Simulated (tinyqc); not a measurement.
LCCD on RHF in the sto-6g basis, frozen core, for HF, spin multiplicity 1, step by step. One step of it, computed by the program tinyqc.

Question. LCCD: starting amplitudes. t_ij^ab = <ij||ab> / (e_i + e_j - e_a - e_b), whose energy is MP2.

orbital energies (hartree): MO1 -26.235091, MO2 -1.493022, MO3 -0.600958, MO4 -0.474510, MO5 -0.474510, MO6 0.642765

Two-electron integrals over orbitals (pq|rs), unique and non-zero (hartree); the lowest 1 orbital is frozen and left out:
```
(22|22) 0.861580    (32|22) -0.011434   (32|32) 0.158573    (33|22) 0.765957
(33|32) -0.055901   (33|33) 0.789319    (42|42) 0.179665    (43|42) -0.044512
(43|43) 0.050636    (44|22) 0.878804    (44|32) -0.076396   (44|33) 0.770034
(44|44) 0.998085    (52|52) 0.179665    (53|52) -0.044512   (53|53) 0.050636
(54|54) 0.053789    (55|22) 0.878804    (55|32) -0.076396   (55|33) 0.770034
(55|44) 0.890506    (55|55) 0.998085    (62|22) -0.136972   (62|32) -0.040096
(62|33) -0.044744   (62|44) -0.135270   (62|55) -0.135270   (62|62) 0.099114
(63|22) -0.153543   (63|32) 0.093005    (63|33) -0.128788   (63|44) -0.186207
(63|55) -0.186207   (63|62) 0.059528    (63|63) 0.165701    (64|42) -0.044509
(64|43) -0.012915   (64|64) 0.031962    (65|52) -0.044509   (65|53) -0.012915
(65|65) 0.031962    (66|22) 0.690756    (66|32) 0.075065    (66|33) 0.671411
(66|44) 0.655212    (66|55) 0.655212    (66|62) -0.069456   (66|63) -0.010620
(66|66) 0.720849
```

Give: Starting amplitudes; correlation energy.

Answer.

Starting amplitudes (spin orbitals 1a, 1b, ...; amplitudes related by a flip of all spins are not repeated):

| from | to | t |
|---|---|---|
| 3a 3b | 6a 6b | -0.0666 |
| 2a 2b | 6a 6b | -0.0232 |
| 2a 3b | 6a 6b | -0.0176 |
| 5a 5b | 6a 6b | -0.0143 |
| 4a 4b | 6a 6b | -0.0143 |

correlation energy = -0.016349 hartree
